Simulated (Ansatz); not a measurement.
Geometry optimisation, Ansatz 0.2.0, UKS revPBE-D4/def2-SVP.

Input file:

```yaml
crystal:
  periodic: [false, false, false]
  atoms:
    - { symbol: Li, position_ang: [-2.2234, 0.4502, -0.4728] }
    - { symbol: C, position_ang: [-0.3621, 0.0686, -0.0789] }
    - { symbol: C, position_ang: [0.7612, -0.1821, 0.153] }
    - { symbol: H, position_ang: [1.8799, -0.397, 0.3783] }
magnetization:
  spin_polarized: true
basis:
  gaussian: { orbitals: def2-SVP }
hamiltonian:
  xc: revpbe
  dispersion: d4
relax:
  f_tol: 0.02
  max_steps: 50
```

Launched with:

```bash
$ ansatz run input.yaml --threads 1 --pin off --max-ram 2048MiB --backend cpu --events-out ev --progress --plain --runs-dir out
```

Question: Where does it end, and by what steps?

Answer: The forces met the threshold. After 4 steps the energy has fallen by 0.374 eV; C3 moved furthest, 0.05 Å. The start is strongly strained (largest force component 10 eV/Å).

| step | energy less start (eV) | largest force component (eV/Å) | accepted |
| --- | --- | --- | --- |
| 0 | 0.0000 | 9.905 | yes |
| 1 | -0.3693 | 0.499 | yes |
| 2 | -0.3732 | 0.060 | yes |
| 3 | -0.3734 | 0.044 | yes |
| 4 | -0.3736 | 0.001 | yes |

```xyz
4
Properties=species:S:1:pos:R:3
Li -2.208 0.447 -0.467
C -0.389 0.069 -0.089
C 0.806 -0.180 0.160
H 1.847 -0.396 0.375
```

Whether the end is a true minimum wasn't checked by a vibrational analysis.

Time of the run: 6.7 s on 1 thread of Arm Neoverse V2, with other jobs on the host, peak memory 0.11 GiB.
